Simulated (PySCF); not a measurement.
Molecule: `SC1CCCC1`, C5H10S.

Geometry:
| atom | x (Å) | y (Å) | z (Å) |
| --- | --- | --- | --- |
| S1 | 2.264 | 0.749 | -0.458 |
| C2 | 1.099 | -0.441 | 0.304 |
| C3 | 0.128 | 0.208 | 1.291 |
| C4 | -1.001 | 0.765 | 0.410 |
| C5 | -0.982 | -0.083 | -0.886 |
| C6 | 0.156 | -1.099 | -0.703 |
| H7 | 1.334 | 1.563 | -1.004 |
| H8 | 1.771 | -1.165 | 0.789 |
| H9 | -0.266 | -0.580 | 1.955 |
| H10 | 0.608 | 0.966 | 1.925 |
| H11 | -1.972 | 0.723 | 0.924 |
| H12 | -0.823 | 1.827 | 0.181 |
| H13 | -1.943 | -0.584 | -1.073 |
| H14 | -0.793 | 0.553 | -1.765 |
| H15 | 0.659 | -1.374 | -1.641 |
| H16 | -0.235 | -2.027 | -0.251 |

Geometry PBE0-D3(BJ)/def2-SVP throughout; GIAO in PySCF 2.14, gas phase, one conformer, non-relativistic; equivalent atoms averaged; functional PBE0.

(1) How do the absolute shieldings σ depend on the basis set? (a selection of nuclei; ppm; last column core-seconds on shared hosts with different chips, so compare them loosely)

(2) Which nucleus among those listed moves most, in ppm?

(3) Taking the largest basis, cc-pVTZ (324 functions), as the yardstick, rank the others by their worst heavy-atom deviation.

Results:

(1) 
```
    basis set  functions     S1  C3/C6  C4/C5  H9/H16     H8  H11/H13  H10/H15  H12/H14     H7  core-s
       STO-3G         44  701.8  199.5  204.3   31.27  31.28    31.46    31.47    31.47  33.12     6.1
        6-31G         78  605.7  160.9  177.2   30.48  29.55    30.98    30.74    30.75  31.46      12
     pcSseg-0         78  588.7  153.7  171.3   30.91  30.26    31.38    31.29    31.20  31.59     6.8
       6-31G*        108  577.5  157.2  172.9   30.09  29.05    30.36    30.07    30.20  30.31      17
     def2-SVP        138  612.1  157.0  173.5   29.71  28.74    29.93    29.71    29.77  29.96      21
      cc-pVDZ        138  606.2  157.9  174.3   29.56  28.50    29.75    29.54    29.57  29.67      14
     pcSseg-1        159  550.3  145.2  162.6   29.53  28.49    29.66    29.55    29.55  29.35      16
6-311+G(2d,p)        230  547.2  147.5  165.0   29.67  28.49    29.87    29.63    29.72  29.57      47
  aug-cc-pVDZ        232  608.6  156.7  173.8   29.50  28.31    29.67    29.43    29.51  29.51      32
    def2-TZVP        252  531.2  146.8  164.5   29.61  28.54    29.83    29.61    29.65  29.46      59
     IGLO-III        319  549.5  143.1  161.3   29.49  28.40    29.69    29.46    29.48  29.34      49
      cc-pVTZ        324  574.7  147.7  165.1   29.43  28.32    29.62    29.43    29.43  29.35      53
```

(2) S1 (thiol sulfur): from 531.2 ppm with def2-TZVP to 701.8 ppm with STO-3G. The smallest spread is 1.84 ppm, at H11/H13. Proton shifts span only some 12 ppm, so a few tenths of a ppm matter as much there as several ppm in carbon.

(3) 6-31G* 9.4 ppm (108 functions), pcSseg-0 14.0 ppm (78 functions), pcSseg-1 24.4 ppm (159 functions), IGLO-III 25.2 ppm (319 functions), 6-311+G(2d,p) 27.5 ppm (230 functions), 6-31G 31.0 ppm (78 functions), cc-pVDZ 31.5 ppm (138 functions), aug-cc-pVDZ 33.8 ppm (232 functions), def2-SVP 37.4 ppm (138 functions), def2-TZVP 43.5 ppm (252 functions), STO-3G 127.1 ppm (44 functions).

A small basis that lands close on one nucleus may do so by chance; judge by the trend and by all nuclei.
